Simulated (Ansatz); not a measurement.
We consider chalcopyrite CuGaSe2, described by HSE06+SOC (Ansatz, an electronic-structure program, PAW).

Run with plane-wave cutoff 460 eV, 6×6×6 k mesh, Fermi–Dirac smearing 0.01 eV, PAW data made under PBE.

Cell (measured lattice):

```xyz
8
Lattice="2.8096 -2.8096 5.5130 -2.8096 2.8096 5.5130 -2.8096 -2.8096 -5.5130" Properties=species:S:1:pos:R:3 pbc="T T T"
Ga     0.0000     0.0000     5.5130
Ga    -2.8096     0.0000     2.7565
Cu     0.0000     0.0000     0.0000
Cu     0.0000    -2.8096     2.7565
Se    -1.4013    -1.4048     6.8913
Se    -1.4048     1.4013     4.1348
Se    -1.4083    -1.4048     1.3783
Se    -1.4048    -4.2108    -1.3783
```

### Question
Predict the band gap.

### Answer

- band gap: 1.37 eV (direct)

Measured, for comparison: band gap 1.67 eV (temperature not stated, no zero-point or thermal correction, direct or pseudo-direct at Γ; as tabulated in Ghosh et al. (2024), arXiv:2401.16805). Computed (rounded) less measured: band gap -0.30 eV.

Note: cell and atoms aren't relaxed at this level (pressure 1.3 GPa).

The computed numbers hold no vibrational or temperature effects.
